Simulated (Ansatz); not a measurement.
Elastic constant C11 (GPa) of solids drawn from the class of halides, at two levels: PBE in Ansatz (plane waves, PAW), and HSE06 (Ansatz, an electronic-structure program, plane waves, PAW).

```tsv
solid	PBE	HSE06	shift (%)
cubic perovskite KZnF3	115	130	+13.0
fluorite SrCl2	66.7	70.5	+5.7
CsCl-type TlCl	40.0	41.7	+4.3
rock-salt AgBr	52.8	53.5	+1.3
cubic perovskite KMgF3	121	135	+11.6
CsCl-type TlBr	35.8	37.3	+4.2
```

The shifts run from +1.3 % to +13.0 %, with a median of +5.0 %.

Over all 6 rows HSE06 is the larger in 6.

Ansatz's runs of these crystals have no spin polarisation.

Spin–orbit coupling is left out, also for the solids with elements from indium on (CsCl-type TlCl, CsCl-type TlBr); its size isn't shown.

Each level is taken at its own relaxed cell. Ansatz's density-functional and Hartree–Fock values are scalar-relativistic unless marked +SOC, with PAW data made under PBE.
